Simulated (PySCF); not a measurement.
# How methods differ on the electron affinity of Li

Li⁻ [He] 2s2 (1S) → Li [He] 2s1 (2S), as a difference of total energies. Calculation: PySCF 2.14, in aug-cc-pCVTZ (7s6p4d2f, 59 functions); no relativity, point nucleus. Correlated levels: valence and next inner shell: nothing frozen. The calculations carry no spin-orbit coupling.

| method | electron affinity (eV) | error (eV) |
| --- | --- | --- |
| UHF | -0.124 | -0.742 |
| MP2 (valence and next inner shell) | 0.354 | -0.264 |
| SCS-MP2 (valence and next inner shell) | 0.448 | -0.170 |
| CCSD (valence and next inner shell) | 0.607 | -0.011 |
| CCSD(T) (valence and next inner shell) | 0.614 | -0.004 |

Reference: 0.618 eV (measured; photodetachment measurements, as compiled on the Wikipedia data page of electron affinities).

Errors of the correlated levels include the incompleteness of this basis.

A negative affinity means that the anion lies above the atom at that level of theory.

The coupled-cluster amplitudes are large for Li⁻ (T1 above 0.03 or a double amplitude above 0.15), so a single reference is strained.
